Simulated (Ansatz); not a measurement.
# AlSiH5 + CH4: a complex and its separated parts

Aim: how far the complex at one end of a reaction step lies below its separated, relaxed parts, level by level.

Program: Ansatz 0.2.0, Gaussian basis. Level of theory: PBE0-D4/def2-TZVP structures, single points in def2-TZVPP, no counterpoise correction. These are calculated values, not measurements.

Levels: SPW92, PBE-D4, BLYP-D4, r2SCAN-D4, B97M-V, PBE0-D4, B3LYP-D4, r2SCAN0-D4, BHLYP-D4, CAM-B3LYP-D4, wB97X-V, wB97M-V, B2PLYP, PBE-QIDH, RPA on PBE, Hartree-Fock, MP2, CCSD, CCSD(T).

Correlated methods freeze the cores. B3LYP uses VWN-RPA correlation. B2PLYP carries no dispersion term here.

21 further runs of the same task are left out: 21 set aside as unsound or not needed.

### 1 Where the work starts

The complex: 12 atoms, charge 0, spin multiplicity 1.

Atoms are counted from 1 here; the program's logs count them from 0.

Bond lengths: Al1–Si2 2.459 Å, Al1–H3 1.589 Å, Al1–H4 1.589 Å, Si2–H7 1.492 Å, Si2–H8 1.493 Å, Si2–H9 1.492 Å, H5–C6 1.100 Å, C6–H10 1.088 Å, C6–H11 1.093 Å, C6–H12 1.088 Å. Angles: Si2–Al1–H3 119.8°, Si2–Al1–H4 119.8°, H3–Al1–H4 119.3°, Al1–Si2–H7 112.4°, Al1–Si2–H8 110.9°, Al1–Si2–H9 112.4°, H7–Si2–H8 106.9°, H7–Si2–H9 107.0°, H8–Si2–H9 106.9°, H5–C6–H10 107.4°, H5–C6–H11 113.5°, H5–C6–H12 107.4°, H10–C6–H11 108.7°, H10–C6–H12 111.2°, H11–C6–H12 108.7°.

Coordinates:

```xyz
12

Al    0.1990   -0.6165    1.1233
Si    0.1366    1.8413    1.0992
H    -1.1114   -1.4370    1.4900
H     1.5942   -1.3729    1.0447
H    -0.1777   -0.1475   -1.1133
C    -0.2370   -1.1280   -1.6081
H    -1.1708    2.3729    0.6137
H     0.3469    2.3929    2.4707
H     1.1961    2.4294    0.2279
H    -1.2201   -1.2011   -2.0692
H    -0.1087   -1.9695   -0.9230
H     0.5528   -1.1640   -2.3560
```

Its parts: AlSiH5 holds atoms 1, 2, 3, 4, 7, 8, 9; CH4 holds atoms 5, 6, 10, 11, 12. Each part counts its atoms afresh in its own runs.

### 2 Relaxing AlSiH5 alone

relax-a/in.yaml

```yaml
crystal:
  periodic: [false, false, false]
  atoms:
    - {symbol: Al, position_ang: [0.199035, -0.616528, 1.123341]}
    - {symbol: Si, position_ang: [0.136587, 1.841322, 1.099216]}
    - {symbol: H, position_ang: [-1.111415, -1.437027, 1.490007]}
    - {symbol: H, position_ang: [1.594249, -1.372916, 1.044690]}
    - {symbol: H, position_ang: [-1.170789, 2.372855, 0.613690]}
    - {symbol: H, position_ang: [0.346895, 2.392925, 2.470706]}
    - {symbol: H, position_ang: [1.196082, 2.429386, 0.227938]}
basis:
  gaussian: {orbitals: def2-TZVP}
hamiltonian: {xc: pbe0, dispersion: d4}
relax: {f_tol: 0.005, max_steps: 200}
```

No record of the launch command was kept for these runs.

Standard output, cut to the lines that bear on the results:

```text
Functional definition: PBE0
  name "PBE0"
  cite "Adamo & Barone, J. Chem. Phys. 110, 6158 (1999) doi:10.1063/1.478522"
  cite "Perdew, Burke & Ernzerhof, Phys. Rev. Lett. 77, 3865 (1996) doi:10.1103/PhysRevLett.77.3865"
  parent pbe
[...]
767 factors; their error is unknown
[...]
mean field -14548.91353884 eV, -534.6627109447 hartree, gradient 6.3e-5 eV, S^2 0.000000; 0 other end points of the search recorded, 0 dependent functions left out
[...]
reference -14548.91357454 eV, -534.6627122566 hartree; 16, 16 occupied and 88, 88 virtual orbitals, 767 factors
relax step   1: F+E_penalty+E_count = -14548.99939978 eV  Δ(F+E_penalty+E_count) = +0.000e0 eV  max|allowed force component| = 3.700e-1 eV/Å  Δτ_max = 0.0000 Å  (22 SCF iters, accepted)
[...]
relax step   4: F+E_penalty+E_count = -14549.01653133 eV  Δ(F+E_penalty+E_count) = -2.051e-4 eV  max|allowed force component| = 1.451e-2 eV/Å  Δτ_max = 0.0176 Å  (23 SCF iters, accepted)
[...]
relax step   5: F+E_penalty+E_count = -14549.01654213 eV  Δ(F+E_penalty+E_count) = -1.080e-5 eV  max|allowed force component| = 9.624e-4 eV/Å  Δτ_max = 0.0010 Å  (16 SCF iters, accepted)
767 factors; their error is unknown
mean field -14548.93069643 eV, -534.6633414745 hartree, gradient 6.1e-5 eV, S^2 0.000000; 1 other end points of the search recorded, 0 dependent functions left out
[...]
reference -14548.93073211 eV, -534.6633427856 hartree; 16, 16 occupied and 88, 88 virtual orbitals, 767 factors
Total energy: -14549.01657780 eV, -534.6664975566 hartree
Atom 0 at     0.209859    -0.605343     1.190745 Å, force     0.000010    -0.000739     0.000019 eV/Å
Atom 1 at     0.136228     1.848262     1.097866 Å, force    -0.000107     0.000962    -0.000521 eV/Å
Atom 2 at    -1.112983    -1.443420     1.459284 Å, force    -0.000001     0.000001    -0.000014 eV/Å
Atom 3 at     1.586170    -1.379486     1.015078 Å, force     0.000006    -0.000005    -0.000016 eV/Å
Atom 4 at    -1.175663     2.363710     0.613168 Å, force    -0.000157    -0.000181    -0.000004 eV/Å
Atom 5 at     0.346104     2.405686     2.467639 Å, force     0.000093     0.000131     0.000593 eV/Å
Atom 6 at     1.200928     2.420607     0.225807 Å, force     0.000157    -0.000170    -0.000057 eV/Å
Dipole moment:    -0.000751    -0.047137    -0.011719 e Å
```

Wall time 4.1 s (4 threads, shared host); peak memory 0.17 GiB.

Step by step:

| step | energy from step 1 (eV) | largest force component (eV/Å) |
| --- | --- | --- |
| 1 | 0.0000 | 0.3700 |
| 2 | -0.0079 | 0.2467 |
| 3 | -0.0169 | 0.0133 |
| 4 | -0.0171 | 0.0145 |
| 5 | -0.0171 | 0.0010 |

Close pairs (by a distance rule), those that changed most:

| bond | before (Å) | after (Å) | change (Å) |
| --- | --- | --- | --- |
| Al1–Si2 | 2.459 | 2.456 | -0.002 |
| Si2–H7 | 1.492 | 1.491 | -0.002 |
| Si2–H5 | 1.492 | 1.491 | -0.002 |
| Si2–H6 | 1.493 | 1.494 | +0.001 |
| Al1–H3 | 1.589 | 1.589 | -0.000 |
| Al1–H4 | 1.589 | 1.589 | -0.000 |

### 3 Relaxing CH4 alone

relax-b/in.yaml

```yaml
crystal:
  periodic: [false, false, false]
  atoms:
    - {symbol: H, position_ang: [-0.177671, -0.147506, -1.113303]}
    - {symbol: C, position_ang: [-0.237020, -1.127970, -1.608096]}
    - {symbol: H, position_ang: [-1.220114, -1.201091, -2.069167]}
    - {symbol: H, position_ang: [-0.108710, -1.969466, -0.922960]}
    - {symbol: H, position_ang: [0.552771, -1.163984, -2.355965]}
basis:
  gaussian: {orbitals: def2-TZVP}
hamiltonian: {xc: pbe0, dispersion: d4}
relax: {f_tol: 0.005, max_steps: 200}
```

Standard output, cut to the lines that bear on the results:

```text
[... 5 set-up lines as earlier in the session ...]
[...]
356 factors; their error is unknown
[...]
mean field -1101.33908948 eV, -40.4734650238 hartree, gradient 6.9e-5 eV, S^2 0.000000; 0 other end points of the search recorded, 0 dependent functions left out
[...]
reference -1101.33910944 eV, -40.4734657576 hartree; 5, 5 occupied and 50, 50 virtual orbitals, 356 factors
relax step   1: F+E_penalty+E_count = -1101.35818648 eV  Δ(F+E_penalty+E_count) = +0.000e0 eV  max|allowed force component| = 4.429e-1 eV/Å  Δτ_max = 0.0000 Å  (20 SCF iters, accepted)
[...]
356 factors; their error is unknown
mean field -1101.35639059 eV, -40.4741008281 hartree, gradient 2.2e-5 eV, S^2 0.000000; 1 other end points of the search recorded, 0 dependent functions left out
[...]
reference -1101.35641054 eV, -40.4741015610 hartree; 5, 5 occupied and 50, 50 virtual orbitals, 356 factors
Total energy: -1101.37550072 eV, -40.4748031124 hartree
Atom 0 at    -0.172655    -0.171162    -1.085733 Å, force     0.000004     0.000047     0.000033 eV/Å
Atom 1 at    -0.238149    -1.122004    -1.613898 Å, force    -0.000002     0.000006    -0.000013 eV/Å
Atom 2 at    -1.214769    -1.206681    -2.089704 Å, force    -0.000039    -0.000007    -0.000025 eV/Å
Atom 3 at    -0.106608    -1.940275    -0.906454 Å, force     0.000007    -0.000041     0.000040 eV/Å
Atom 4 at     0.541436    -1.169895    -2.373702 Å, force     0.000029    -0.000005    -0.000036 eV/Å
Dipole moment:    -0.000000     0.000000    -0.000000 e Å
```

Wall time 0.95 s (4 threads, shared host).

Relaxation path:

| step | energy from step 1 (eV) | largest force component (eV/Å) |
| --- | --- | --- |
| 1 | 0.0000 | 0.4429 |
| 2 | -0.0163 | 0.1366 |
| 3 | -0.0173 | 0.0059 |
| 4 | -0.0173 | 0.0000 |

Distances of close pairs at the start and the end, largest changes first:

| bond | before (Å) | after (Å) | change (Å) |
| --- | --- | --- | --- |
| H1–C2 | 1.100 | 1.090 | -0.010 |
| C2–H4 | 1.093 | 1.090 | -0.003 |
| C2–H5 | 1.088 | 1.090 | +0.001 |
| C2–H3 | 1.088 | 1.090 | +0.001 |

### 4 wB97M-V/def2-TZVPP

parta/in.yaml

```yaml
crystal:
  periodic: [false, false, false]
  atoms:
    - {symbol: Al, position_ang: [0.209859, -0.605343, 1.190745]}
    - {symbol: Si, position_ang: [0.136228, 1.848262, 1.097866]}
    - {symbol: H, position_ang: [-1.112983, -1.443420, 1.459284]}
    - {symbol: H, position_ang: [1.586170, -1.379486, 1.015078]}
    - {symbol: H, position_ang: [-1.175663, 2.363710, 0.613168]}
    - {symbol: H, position_ang: [0.346104, 2.405686, 2.467639]}
    - {symbol: H, position_ang: [1.200928, 2.420607, 0.225807]}
basis:
  gaussian: {orbitals: def2-TZVPP}
hamiltonian: {xc: {name: wB97M-V}}
```

partb/in.yaml

```yaml
crystal:
  periodic: [false, false, false]
  atoms:
    - {symbol: H, position_ang: [-0.172655, -0.171162, -1.085733]}
    - {symbol: C, position_ang: [-0.238149, -1.122004, -1.613898]}
    - {symbol: H, position_ang: [-1.214769, -1.206681, -2.089704]}
    - {symbol: H, position_ang: [-0.106608, -1.940275, -0.906454]}
    - {symbol: H, position_ang: [0.541436, -1.169895, -2.373702]}
basis:
  gaussian: {orbitals: def2-TZVPP}
hamiltonian: {xc: {name: wB97M-V}}
```

Log of parta, cut to the lines that bear on the results:

```text
Functional definition: wB97M-V
  name "wB97M-V"
  cite "Mardirossian & Head-Gordon, J. Chem. Phys. 144, 214110 (2016) doi:10.1063/1.4952647"
  cite "Becke, J. Chem. Phys. 107, 8554 (1997) doi:10.1063/1.475007"
  cite "Vydrov & Van Voorhis, J. Chem. Phys. 133, 244103 (2010) doi:10.1063/1.3521275"
  # Of w^i u^j: cxij and so on, Table III.
[...]
  gx(w, u) = 1 - cx + cx01*u + cx10*w
  gss(w, u) = css00 + css04*u^4 + css10*w + css20*w^2 + css43*w^4*u^3
  gos(w, u) = cos00 + cos10*w + (cos20 + cos21*u)*w^2 + (cos60 + cos61*u)*w^6
[...]
      + integral(e_c_pw_mod_opposite_spin*gos(b97_w_opposite, b97_u_opposite)) + vv10(b, c)
858 factors; their error is unknown
220 factors; integrals over basis functions are off by at most 1.5e-5 eV
[...]
mean field -14553.93968265 eV, -534.8474183226 hartree, gradient 3.4e-5 eV, S^2 0.000000; 0 other end points of the search recorded, 0 dependent functions left out
reference -14553.93973899 eV, -534.8474203932 hartree; 16, 16 occupied and 138, 138 virtual orbitals, 858 factors
Total energy: -14553.93973899 eV, -534.8474203932 hartree
```

Output in partb, cut to the lines that bear on the results:

```text
[... 5 set-up lines as earlier in the session ...]
  # Of w^i u^j: cxij and so on, Table III.
[...]
  gx(w, u) = 1 - cx + cx01*u + cx10*w
  gss(w, u) = css00 + css04*u^4 + css10*w + css20*w^2 + css43*w^4*u^3
  gos(w, u) = cos00 + cos10*w + (cos20 + cos21*u)*w^2 + (cos60 + cos61*u)*w^6
[...]
      + integral(e_c_pw_mod_opposite_spin*gos(b97_w_opposite, b97_u_opposite)) + vv10(b, c)
416 factors; their error is unknown
123 factors; integrals over basis functions are off by at most 1.3e-5 eV
[...]
mean field -1101.86517619 eV, -40.4927983538 hartree, gradient 1.9e-5 eV, S^2 0.000000; 0 other end points of the search recorded, 0 dependent functions left out
reference -1101.86520873 eV, -40.4927995499 hartree; 5, 5 occupied and 82, 82 virtual orbitals, 416 factors
Total energy: -1101.86520873 eV, -40.4927995499 hartree
```

Times: 3.2 s (parta), 0.7 s (partb) on 4 threads, shared host; peak memory 0.35 GiB.

### 5 CCSD(T)/def2-TZVPP

Each input of step 4 (parta, partb) changes in the same lines:

```diff
-hamiltonian: {xc: {name: wB97M-V}}
+correlation: {method: ccsd_t}
```

Log of parta, cut to the lines that bear on the results:

```text
Functional definition: HF
  name "HF"
  cite "Fock, Z. Phys. 61, 126 (1930) doi:10.1007/BF01340294"
[... 1 set-up line as earlier in the session ...]
[...]
872 factors; integrals over basis functions are off by at most 1.4e-3 eV
[...]
mean field -14524.10361958 eV, -533.7509632286 hartree, gradient 3.3e-6 eV, S^2 0.000000; 0 other end points of the search recorded, 0 dependent functions left out
10 core orbitals not correlated: weight in the atoms' cores, before any rotation towards them, 1.000 or more for the frozen orbitals, at most 0.000 for the correlated occupied ones
reference -14524.10361958 eV, -533.7509632286 hartree; 6, 6 occupied and 138, 138 virtual orbitals, 872 factors
second order -5.84420741 eV of doubles, -0.00000000 eV of singles
cycle   1  -6.72391721 eV  change   -8.8e-1 eV  update   7.3e-2
[...]
cycle   9  -7.06931057 eV  change    1.9e-6 eV  update   9.1e-6
perturbative correction -0.19187789 eV, -0.0070513822 hartree
Total energy: -14531.36480804 eV, -534.0178069826 hartree
```

Log of partb, cut to the lines that bear on the results:

```text
[... 4 set-up lines as earlier in the session ...]
[...]
482 factors; integrals over basis functions are off by at most 8.4e-4 eV
[...]
mean field -1094.28756824 eV, -40.2143263982 hartree, gradient 9.6e-7 eV, S^2 0.000000; 0 other end points of the search recorded, 0 dependent functions left out
1 core orbitals not correlated: weight in the atoms' cores, before any rotation towards them, 1.000 or more for the frozen orbitals, at most 0.000 for the correlated occupied ones
reference -1094.28756824 eV, -40.2143263982 hartree; 4, 4 occupied and 82, 82 virtual orbitals, 482 factors
second order -5.38052980 eV of doubles, -0.00000000 eV of singles
cycle   1  -5.77368368 eV  change   -3.9e-1 eV  update   4.2e-2
[...]
cycle   8  -5.93357954 eV  change   -2.4e-7 eV  update   1.3e-6
perturbative correction -0.16938438 eV, -0.0062247613 hartree
Total energy: -1100.39053217 eV, -40.4386061857 hartree
```

They took 4.6 s (parta), 0.4 s (partb) on 4 threads, shared host; peak memory 0.9 GiB.

### 6 Vibrations of AlSiH5

vib-parta/in.yaml

```yaml
crystal:
  periodic: [false, false, false]
  atoms:
    - {symbol: Al, position_ang: [0.209859, -0.605343, 1.190745]}
    - {symbol: Si, position_ang: [0.136228, 1.848262, 1.097866]}
    - {symbol: H, position_ang: [-1.112983, -1.443420, 1.459284]}
    - {symbol: H, position_ang: [1.586170, -1.379486, 1.015078]}
    - {symbol: H, position_ang: [-1.175663, 2.363710, 0.613168]}
    - {symbol: H, position_ang: [0.346104, 2.405686, 2.467639]}
    - {symbol: H, position_ang: [1.200928, 2.420607, 0.225807]}
basis:
  gaussian: {orbitals: def2-TZVP}
hamiltonian: {xc: pbe0, dispersion: d4}
phonons: {temperatures: {t_min: 298.15, t_max: 900, t_step: 200}}
```

Standard output, cut to the lines that bear on the results:

```text
[... 5 set-up lines as earlier in the session ...]
[...]
767 factors; their error is unknown
[...]
mean field -14548.93069642 eV, -534.6633414742 hartree, gradient 5.0e-5 eV, S^2 0.000000; 0 other end points of the search recorded, 0 dependent functions left out
[...]
reference -14548.93073210 eV, -534.6633427852 hartree; 16, 16 occupied and 88, 88 virtual orbitals, 767 factors
[... from here to the last solve, the lines of the solves are left out (41 solves) ...]
767 factors; their error is unknown
mean field -14548.93067435 eV, -534.6633406629 hartree, gradient 1.5e-6 eV, S^2 0.000000; 0 other end points of the search recorded, 0 dependent functions left out
[...]
reference -14548.93071002 eV, -534.6633419739 hartree; 16, 16 occupied and 88, 88 virtual orbitals, 767 factors
WARN: phonons: modes at or below zero, which the zero-point energy, F, S and C_V leave out: 1, the lowest at -14.31 cm⁻¹. A minimum has none, and a first-order saddle one
Total energy: -14549.01657779 eV, -534.6664975562 hartree
Atom 0 at     0.209859    -0.605343     1.190745 Å, force     0.000014    -0.000738     0.000021 eV/Å
Atom 1 at     0.136228     1.848262     1.097866 Å, force    -0.000100     0.000956    -0.000523 eV/Å
Atom 2 at    -1.112983    -1.443420     1.459284 Å, force    -0.000002    -0.000000    -0.000015 eV/Å
Atom 3 at     1.586170    -1.379486     1.015078 Å, force     0.000002    -0.000004    -0.000017 eV/Å
Atom 4 at    -1.175663     2.363710     0.613168 Å, force    -0.000163    -0.000177    -0.000008 eV/Å
Atom 5 at     0.346104     2.405686     2.467639 Å, force     0.000094     0.000134     0.000597 eV/Å
Atom 6 at     1.200928     2.420607     0.225807 Å, force     0.000155    -0.000170    -0.000055 eV/Å
Dipole moment:    -0.000752    -0.047139    -0.011720 e Å
Vibrations: -14.31 315.94 350.12 391.67 536.02 584.12 766.26 867.78 933.35 940.05 1910.28 1920.76 2188.04 2203.56 2209.65 cm⁻¹, zero-point energy 0.999164 eV
```

Run time: 26 s. Hardware: 4 threads, shared host; peak memory 0.17 GiB.

Wavenumbers and character of the modes:

| mode | wavenumber (cm⁻¹) | character |
| --- | --- | --- |
| 1 | 14i | torsion |
| 2 | 316 | bend |
| 3 | 350 | bend with torsion |
| 4 | 392 | Al–Si stretch |
| 5 | 536 | bend |
| 6 | 584 | torsion with out-of-plane bend |
| 7 | 766 | bend |
| 8 | 868 | bend |
| 9 | 933 | bend with torsion |
| 10 | 940 | bend with torsion |
| 11 | 1910 | Al–H stretch |
| 12 | 1921 | Al–H stretch |
| 13 | 2188 | Si–H stretch |
| 14 | 2204 | Si–H stretch |
| 15 | 2210 | Si–H stretch |

Vibrational sums (real modes only):

| T (K) | entropy (J/mol/K) | heat capacity (J/mol/K) |
| --- | --- | --- |
| 298 | 21.7 | 38.3 |
| 498 | 46.9 | 60.1 |
| 698 | 69.7 | 75.1 |
| 898 | 90.0 | 85.8 |

### 7 Vibrations of CH4

vib-partb/in.yaml

```yaml
crystal:
  periodic: [false, false, false]
  atoms:
    - {symbol: H, position_ang: [-0.172655, -0.171162, -1.085733]}
    - {symbol: C, position_ang: [-0.238149, -1.122004, -1.613898]}
    - {symbol: H, position_ang: [-1.214769, -1.206681, -2.089704]}
    - {symbol: H, position_ang: [-0.106608, -1.940275, -0.906454]}
    - {symbol: H, position_ang: [0.541436, -1.169895, -2.373702]}
basis:
  gaussian: {orbitals: def2-TZVP}
hamiltonian: {xc: pbe0, dispersion: d4}
phonons: {temperatures: {t_min: 298.15, t_max: 900, t_step: 200}}
```

Standard output, cut to the lines that bear on the results:

```text
[... 5 set-up lines as earlier in the session ...]
[...]
356 factors; their error is unknown
[...]
mean field -1101.35639252 eV, -40.4741008990 hartree, gradient 1.7e-5 eV, S^2 0.000000; 0 other end points of the search recorded, 0 dependent functions left out
[...]
reference -1101.35641242 eV, -40.4741016304 hartree; 5, 5 occupied and 50, 50 virtual orbitals, 356 factors
[...]
356 factors; their error is unknown
[...]
mean field -1101.35628601 eV, -40.4740969846 hartree, gradient 1.4e-6 eV, S^2 0.000000; 0 other end points of the search recorded, 0 dependent functions left out
[...]
reference -1101.35630591 eV, -40.4740977162 hartree; 5, 5 occupied and 50, 50 virtual orbitals, 356 factors
[...]
356 factors; their error is unknown
mean field -1101.35634978 eV, -40.4740993283 hartree, gradient 1.4e-6 eV, S^2 0.000000; 0 other end points of the search recorded, 0 dependent functions left out
[...]
reference -1101.35636969 eV, -40.4741000598 hartree; 5, 5 occupied and 50, 50 virtual orbitals, 356 factors
Total energy: -1101.37550261 eV, -40.4748031817 hartree
Atom 0 at    -0.172655    -0.171162    -1.085733 Å, force     0.000007     0.000039     0.000023 eV/Å
Atom 1 at    -0.238149    -1.122004    -1.613898 Å, force    -0.000009     0.000009     0.000001 eV/Å
Atom 2 at    -1.214769    -1.206681    -2.089704 Å, force    -0.000040    -0.000007    -0.000021 eV/Å
Atom 3 at    -0.106608    -1.940275    -0.906454 Å, force     0.000007    -0.000037     0.000031 eV/Å
Atom 4 at     0.541436    -1.169895    -2.373702 Å, force     0.000035    -0.000004    -0.000033 eV/Å
Dipole moment:     0.000000    -0.000000    -0.000000 e Å
Vibrations: 1326.41 1326.42 1326.42 1551.06 1551.06 3046.95 3167.80 3167.83 3167.85 cm⁻¹, zero-point energy 1.217016 eV
```

Run time: 1.6 s. Hardware: 4 threads, shared host.

The modes, with what each moves most:

| mode | wavenumber (cm⁻¹) | character |
| --- | --- | --- |
| 1 | 1326 | bend |
| 2 | 1326 | bend |
| 3 | 1326 | bend |
| 4 | 1551 | bend |
| 5 | 1551 | bend |
| 6 | 3047 | C–H stretch |
| 7 | 3168 | C–H stretch |
| 8 | 3168 | C–H stretch |
| 9 | 3168 | C–H stretch |

Vibrational sums (real modes only):

| T (K) | entropy (J/mol/K) | heat capacity (J/mol/K) |
| --- | --- | --- |
| 298 | 0.4 | 2.2 |
| 498 | 3.7 | 12.5 |
| 698 | 9.8 | 23.6 |
| 898 | 16.9 | 33.1 |

### 8 Complex less separated parts

The complex's own energies come from single points at the same levels. Levels not printed above were run the same way.

Rows are in def2-TZVPP; times add the 3 runs of a level on a shared host, so small differences are noise.

Differences are taken before rounding.

| method | rung | complex less parts (kcal/mol) | from CCSD(T) (kcal/mol) | time |
| --- | --- | --- | --- | --- |
| SPW92 | LDA | -7.55 | -5.01 | 1.9 s |
| PBE-D4 | GGA | -4.27 | -1.73 | 2.7 s |
| BLYP-D4 | GGA | -2.39 | +0.15 | 2.9 s |
| r2SCAN-D4 | meta-GGA | -3.91 | -1.37 | 5.8 s |
| B97M-V | meta-GGA | -2.73 | -0.20 | 13 s |
| PBE0-D4 | hybrid | -3.98 | -1.45 | 4.4 s |
| B3LYP-D4 | hybrid | -2.53 | 0.00 | 4 s |
| r2SCAN0-D4 | hybrid | -3.82 | -1.28 | 6.6 s |
| BHLYP-D4 | hybrid | -2.47 | +0.07 | 3.9 s |
| CAM-B3LYP-D4 | range-separated hybrid | -2.60 | -0.07 | 4.5 s |
| wB97X-V | range-separated hybrid | -3.08 | -0.54 | 11 s |
| wB97M-V | range-separated hybrid | -3.50 | -0.96 | 13 s |
| B2PLYP | double hybrid | -1.07 | +1.47 | 6.3 s |
| PBE-QIDH | double hybrid | -2.88 | -0.34 | 7.7 s |
| RPA on PBE | RPA | -1.44 | +1.10 | 5.7 s |
| Hartree-Fock | wavefunction | 2.29 | +4.83 |  |
| MP2 | wavefunction | -2.64 | -0.10 |  |
| CCSD | wavefunction | -1.78 | +0.75 |  |
| CCSD(T) | wavefunction | -2.54 | 0 | 61 s |

Among the levels timed on like hardware and quicker than the yardstick, those that no quicker one beats, quickest first: SPW92 (1.9 s, -5.01 kcal/mol); PBE-D4 (2.7 s, -1.73 kcal/mol); BLYP-D4 (2.9 s, +0.15 kcal/mol); BHLYP-D4 (3.9 s, +0.07 kcal/mol); B3LYP-D4 (4 s, 0.00 kcal/mol).

For cost: B3LYP-D4 gets within 0.00 kcal/mol in 4 s, where CCSD(T) took 61 s; the quickest level in the cost chart, SPW92, takes 1.9 s and misses by 5.01 kcal/mol.

The complex's zero-point energy, from a separate PBE0-D4 run, is 2.268 eV.

### 9 Summary of results

| quantity | value |
| --- | --- |
| complex less parts, CCSD(T)/def2-TZVPP | -2.54 kcal/mol |
| with zero-point energy | -1.34 kcal/mol |
| largest T1 diagnostic | 0.012 |

**Reading.** At CCSD(T) the complex lies 2.54 kcal/mol below its parts. The functionals run from B3LYP-D4, off by 0.00 kcal/mol, to SPW92, off by -5.01 kcal/mol, against CCSD(T). By rung, the mean size of the error is: LDA 5.01, GGA 0.94, meta-GGA 0.79, hybrid 0.70, range-separated hybrid 0.53, double hybrid 0.90 kcal/mol. PBE-D4 gives a relative energy 1.73 kcal/mol too low, an error of 68 % of the reference. The complex's frequency run has imaginary modes: the structure is no minimum, so both the energy and the zero-point correction are in doubt. No counterpoise was applied, and triple zeta lacks some correlation, so the CCSD(T) reference has a basis error of its own, and close matches with it are partly luck.
